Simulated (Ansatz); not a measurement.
Worked example: GaB⁺, quartet against GaB⁺, doublet

Geometry (PBE0/def2-TZVP stationary point of a doublet), kept for both states (GaB⁺, doublet: Σ⁺; GaB⁺, quartet: Π):

```json
{"atom": "B", "x (Å)": "0.0000", "y (Å)": "0.0000", "z (Å)": "0.0000"}
{"atom": "Ga", "x (Å)": "0.0000", "y (Å)": "0.0000", "z (Å)": "2.7728"}
```

Basis aug-cc-pVDZ; Ansatz 0.2.0. Only valence electrons are correlated (noble-gas cores and the filled d shells of p-block atoms frozen). Prefix R: restricted or restricted open-shell reference. No spin–orbit coupling is included, and no scalar relativity.

Full CI is exact within this basis and frozen core; it isn't the basis-set limit.

```tsv
level	E(GaB⁺, doublet) (hartree)	E(GaB⁺, quartet) (hartree)
RCCSD(T)	-1947.639900	-1947.513518
PBE	-1948.908320	-1948.790219
wB97M-V	-1949.136660	-1949.000023
full CI	-1947.640765	-1947.515670
```

Problem. Give the vertical gap, GaB⁺ quartet less GaB⁺ doublet, at each level in eV (1 hartree = 27.2114 eV), and each error against full CI.

Solution. full CI: (-1947.515670 − (-1947.640765)) × 27.2114 = 3.404 eV (the reference)
wB97M-V: (-1949.000023 − (-1949.136660)) × 27.2114 = 3.718 eV, error 0.314 eV
PBE: (-1948.790219 − (-1948.908320)) × 27.2114 = 3.214 eV, error -0.190 eV
RCCSD(T): (-1947.513518 − (-1947.639900)) × 27.2114 = 3.439 eV, error 0.035 eV

Total energies of functionals can't be set beside those of wave-function methods, since they hold the core's correlation and their own absolute errors; only the differences compare.

In so small a basis the reference is far from its limit while semilocal and hybrid functionals are nearer theirs, so the functionals' errors here hold much of the reference's basis and frozen-core error, which can add to them or hide them.

Each level lands on the state that its own search finds; the functionals scatter so widely here that some may stand on another one. T1 diagnostics of restricted CCSD: 0.039 and 0.071.
